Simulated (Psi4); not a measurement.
# BCl2 (SMILES Cl[B]Cl): UPBE/def2-TZVP

Aim: the energy change on altering one bond length of BCl2 at UPBE/def2-TZVP, from 2 runs. 

Program for the calculation: Psi4 1.11.

## (1) The system as given

BCl2: 3 atoms, total charge 0, spin state doublet. SMILES: `Cl[B]Cl`. The coordinates come from a PBE0-D4/def2-TZVP relaxation.

Bond lengths: Cl1–B2 1.720 Å, B2–Cl3 1.720 Å. Angles: Cl1–B2–Cl3 125.4°.

## (2) Energy and gradient at UPBE/def2-TZVP

calc.in

```
memory 1600 mb

molecule {
  0 2
  Cl     0.371500    -1.525600     0.030000
  B     -0.463900    -0.050300    -0.256900
  Cl     0.081500     1.511100     0.213700
  symmetry c1
  no_reorient
  no_com
}

set globals {
  basis def2-TZVP
  reference uks
  puream true
  e_convergence 1e-09
  d_convergence 1e-08
  scf_type pk
  dft_radial_points 99
  dft_spherical_points 590
  maxiter 100
}

result, w = gradient("pbe", return_wfn=True)
print_variables()
```

The run is started by

```console
$ psi4 -i calc.in -o calc.out -n 1
```

calc.out:

```text
[...]
  Running in c1 symmetry.
[...]
  Nuclear repulsion =  102.359078461763886
[...]
  Multiplicity = 2
[...]
  Nalpha       = 20
  Nbeta        = 19
[...]
    Number of basis functions: 105
[...]
   @UKS iter   1:  -944.74088435664578    3.66369e-02   5.17163e-03 ADIIS/DIIS
[...]
   @UKS iter  12:  -944.87336312327807   -2.06910e-11   4.50406e-09 DIIS
[...]
   @S^2 Observed:                7.530760617E-01
[...]
    Orbital Energies [Eh]
    ---------------------
    Alpha Occupied:
       1A   -100.689954     2A   -100.689946     3A     -9.205152
       4A     -9.205143     5A     -7.025578     6A     -7.025570
       7A     -7.020672     8A     -7.020663     9A     -7.018807
      10A     -7.018798    11A     -6.617946    12A     -0.810708
      13A     -0.781881    14A     -0.474945    15A     -0.409392
      16A     -0.358873    17A     -0.357897    18A     -0.316132
      19A     -0.303409    20A     -0.187424
    Alpha Virtual:
      21A     -0.107318    22A      0.026056    23A      0.038104
      24A      0.062424    25A      0.098072    26A      0.098802
[...]
  @UKS Final Energy:  -944.87336312327807
   => Energetics <=
    Nuclear Repulsion Energy =            102.3590784617638860
    One-Electron Energy =               -1507.0829134171708574
    Two-Electron Energy =                 519.9856175565863623
    DFT Exchange-Correlation Energy =     -60.1351457244574448
    Empirical Dispersion Energy =           0.0000000000000000
    VV10 Nonlocal Energy =                  0.0000000000000000
    Total Energy =                       -944.8733631232780681
[...]
 Multipole Moments:
 ------------------------------------------------------------------------------------
     Multipole            Electronic (a.u.)      Nuclear  (a.u.)        Total (a.u.)
 ------------------------------------------------------------------------------------
 L = 1.  Multiply by 2.5417464519 to convert [e a0] to [Debye]
 Dipole X            :        -10.0183954           10.1695611            0.1511658
 Dipole Y            :          0.9504024           -0.9410836            0.0093188
 Dipole Z            :         -5.3186764            5.4015932            0.0829168
 Magnitude           :                                                    0.1726647
[...]
  -Total Gradient:
     Atom            X                  Y                   Z
    ------   -----------------  -----------------  -----------------
       1       -0.002238263358     0.004827572639    -0.000670512389
       2        0.003524166660     0.000200355502     0.001931163920
       3       -0.001288248607    -0.005028077331    -0.001261938484
[...]
```

It took 13 s on 1 thread of Intel Xeon 6975P-C (Granite Rapids), shared host; peak memory 0.65 GiB.

## (3) The distorted shape: the energy at UPBE/def2-TZVP

run.py

```python
import psi4

psi4.set_memory(1600000000)
psi4.set_num_threads(1)
psi4.core.set_output_file('output.dat', False)

geom = psi4.geometry("""
0 2
Cl     0.098814    -2.306260    -0.205288
B     -0.736586    -0.830960    -0.492188
Cl     0.081500     1.511100     0.213700
units angstrom
symmetry c1
no_reorient
no_com
""")

options = {'reference': 'uks', 'puream': True, 'e_convergence': 1e-09, 'd_convergence': 1e-08, 'scf_type': 'pk', 'dft_radial_points': 99, 'dft_spherical_points': 590, 'maxiter': 100}
psi4.set_options(options)

e_tot, wfn = psi4.energy('pbe/def2-TZVP', molecule=geom, return_wfn=True)
psi4.oeprop(wfn, 'MAYER_INDICES', 'LOWDIN_CHARGES', 'WIBERG_LOWDIN_INDICES', title='PBE')
print(f'pbe/def2-TZVP energy: {e_tot:.10f} Eh')
```

The run is started by

```console
$ python run.py
```

output.dat:

```text
[...]
  Running in c1 symmetry.
[...]
  Nuclear repulsion =   83.420253872908333
[...]
  Multiplicity = 2
[...]
  Nalpha       = 20
  Nbeta        = 19
[...]
    Number of basis functions: 105
[...]
   @UKS iter   1:  -944.69792108423724   -2.64344e-01   4.55271e-03 DIIS/ADIIS
[...]
   @UKS iter  16:  -944.78997838463340   -2.84217e-12   3.83752e-09 DIIS
[...]
   @S^2 Observed:                7.615530684E-01
[...]
    Orbital Energies [Eh]
    ---------------------
    Alpha Occupied:
       1A   -100.745061     2A   -100.637382     3A     -9.259439
       4A     -9.147780     5A     -7.079589     6A     -7.074749
       7A     -7.073821     8A     -6.973053     9A     -6.961378
      10A     -6.961018    11A     -6.688743    12A     -0.845906
      13A     -0.697236    14A     -0.502472    15A     -0.383942
      16A     -0.383094    17A     -0.333126    18A     -0.256653
      19A     -0.255539    20A     -0.247224
    Alpha Virtual:
      21A     -0.154124    22A     -0.121971    23A      0.015721
      24A      0.027071    25A      0.094230    26A      0.097531
[...]
  @UKS Final Energy:  -944.78997838463340
   => Energetics <=
    Nuclear Repulsion Energy =             83.4202538729083329
    One-Electron Energy =               -1469.2951921163773932
    Two-Electron Energy =                 501.0602332740980387
    DFT Exchange-Correlation Energy =     -59.9752734152622580
    Empirical Dispersion Energy =           0.0000000000000000
    VV10 Nonlocal Energy =                  0.0000000000000000
    Total Energy =                       -944.7899783846334003
[...]
 Multipole Moments:
 ------------------------------------------------------------------------------------
     Multipole            Electronic (a.u.)      Nuclear  (a.u.)        Total (a.u.)
 ------------------------------------------------------------------------------------
 L = 1.  Multiply by 2.5417464519 to convert [e a0] to [Debye]
 Dipole X            :          1.0595181           -1.1670797           -0.1075617
 Dipole Y            :         31.8175562          -33.3962227           -1.5786666
 Dipole Z            :          4.1448589           -4.3802642           -0.2354053
 Magnitude           :                                                    1.5997416
[...]
```

Standard output:

```text
pbe/def2-TZVP energy: -944.7899783846 Eh
```

Run time: 9.6 s. Hardware: 1 thread of Intel Xeon 6975P-C (Granite Rapids), shared host; peak memory 0.64 GiB.

## (4) Outcome

At UPBE/def2-TZVP:

| quantity | value |
| --- | --- |
| first shape: total energy | -944.87336 Eh |
| first shape: dipole moment | 0.44 D |
| first shape: HOMO energy (highest over α and β) | -5.10 eV |
| first shape: LUMO energy (lowest over α and β) | -2.94 eV |
| first shape: ⟨S²⟩ | 0.753 |
| first shape: largest force on an atom | 0.276 eV/Å |
| distorted shape: total energy | -944.78998 Eh |
| distorted shape: dipole moment | 4.07 D |
| distorted shape: HOMO energy (highest over α and β) | -6.73 eV |
| distorted shape: LUMO energy (lowest over α and β) | -5.27 eV |
| distorted shape: ⟨S²⟩ | 0.762 |
| energy change with the B2–Cl3 bond stretched from 1.720 to 2.579 Å | 2.269 eV |

What this shows: With the B2–Cl3 bond stretched from 1.720 to 2.579 Å the energy rises by 2.27 eV (52 kcal/mol). The first shape isn't relaxed at this level, so the change isn't measured from a minimum. The largest force (first shape) is 0.28 eV/Å: the shape isn't a stationary point for this species at this level.
